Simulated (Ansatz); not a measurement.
Task: a rigid torsion scan of BH5Si, SMILES B[SiH3], with the Ansatz DFT code, driven from Python. Give the script and its output. Settings (for the species named): CAM-B3LYP, 6-31G* basis, multiplicity 1.

```xyz
7

B    -0.0282   -1.1807    0.2088
Si    0.0362    0.7676   -0.1422
H    -1.1661   -1.6533    0.2763
H     0.9831   -1.7658    0.3061
H    -0.6221    1.0752   -1.4332
H    -0.6220    1.5178    0.9479
H     1.4803    1.1712   -0.2095
```

`torsion_bh5si.py`
```python
# -*- coding: utf-8 -*-
'''Energy of BH5Si as one group turns about a bond.'''

import logging
import sys

import ansatz as az
from ase import Atoms

logging.basicConfig(stream=sys.stdout, format='[%(levelname)s] %(message)s')
log = logging.getLogger('bh5si')
log.setLevel(logging.INFO)

BASIS_SET = '6-31G*'
FUNCTIONAL = 'CAM-B3LYP'
FORCE_TOL = 0.02


def main():
    atoms = Atoms(['B', 'Si', 'H', 'H', 'H', 'H', 'H'], positions=[
        (-0.0282, -1.1807, 0.2088),
        (0.0362, 0.7676, -0.1422),
        (-1.1661, -1.6533, 0.2763),
        (0.9831, -1.7658, 0.3061),
        (-0.6221, 1.0752, -1.4332),
        (-0.622, 1.5178, 0.9479),
        (1.4803, 1.1712, -0.2095),
    ])

    # relax first, so that the scan starts from a minimum
    first = (
        az.Crystal.molecule_from_ase(atoms).calculation()
        .basis(gaussian=BASIS_SET)
        .functional(FUNCTIONAL)
        .relax(force_tolerance=FORCE_TOL, max_steps=80)
    )
    atoms.positions = first.run(threads=1, pin='off').report['positions_ang']

    start = atoms.get_dihedral(4, 1, 0, 2)
    energies = {}
    for turn in range(0, 360, 40):
        turned = atoms.copy()
        turned.set_dihedral(4, 1, 0, 2, start + turn, indices=[0, 2, 3])
        setup = az.Crystal.molecule_from_ase(turned).calculation()
        setup = setup.basis(gaussian=BASIS_SET).functional(FUNCTIONAL)
        energies[round((start + turn) % 360)] = setup.run(threads=1, pin='off').report['free_energy_ev']
    floor = min(energies.values())
    log.info('dihedral H4-Si1-B0-H2 (deg)   E - E(min) (kcal/mol)')
    for angle, e in sorted(energies.items()):
        log.info(f'{angle:8d} {23.060548 * (e - floor):14.3f}  ' + '#' * int(30 * (e - floor) / max(max(energies.values()) - floor, 1e-9)))


if __name__ == '__main__':
    main()
```

```console
$ python torsion_bh5si.py
[INFO] dihedral H4-Si1-B0-H2 (deg)   E - E(min) (kcal/mol)
[INFO]       22          0.669  #############################
[INFO]       62          0.554  ########################
[INFO]      102          0.245  ##########
[INFO]      142          0.243  ##########
[INFO]      182          0.551  ########################
[INFO]      222          0.669  ##############################
[INFO]      262          0.300  #############
[INFO]      302          0.000
[INFO]      342          0.299  #############
```

The scan is rigid and the energies are electronic, in a modest basis. With rigid groups the curve can differ much from the relaxed path, the start wasn't checked as a minimum of this torsion, and equivalent turns needn't return to the same energy. Hardware and time: 18 s on 1 thread of Arm Neoverse V1, with other jobs on the host, peak memory 0.18 GiB.
